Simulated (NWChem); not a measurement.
System: methanethiol (CH₄S); SMILES CS

The following NWChem deck was run.

```
start job
memory heap 200 mb stack 900 mb global 1100 mb
geometry units angstroms noautosym nocenter noautoz
  C      0.007372     1.144073     0.000000
  S      0.073678    -0.666908     0.000000
  H     -0.485965     1.537229     0.899863
  H      1.050474     1.489261     0.000000
  H     -0.485965     1.537229    -0.899863
  H     -1.259317    -0.880595     0.000000
end
basis spherical
  * library def2-svpd
end
dft
  xc b3lyp
  iterations 150
end
property
  response 1 0.0773
end
task dft property
```

Geometry: optimised at PBE0/def2-SVP. B3LYP is NWChem's, with the RPA form of VWN correlation.

Field at 589 nm.

Q: Give the results of this calculation. (B3LYP/def2-SVPD.) Quantities: isotropic polarisability (bohr³); anisotropy (bohr³).

A: The isotropic polarisability (bohr³) comes out as 38.0. The anisotropy (bohr³) is 9.1.
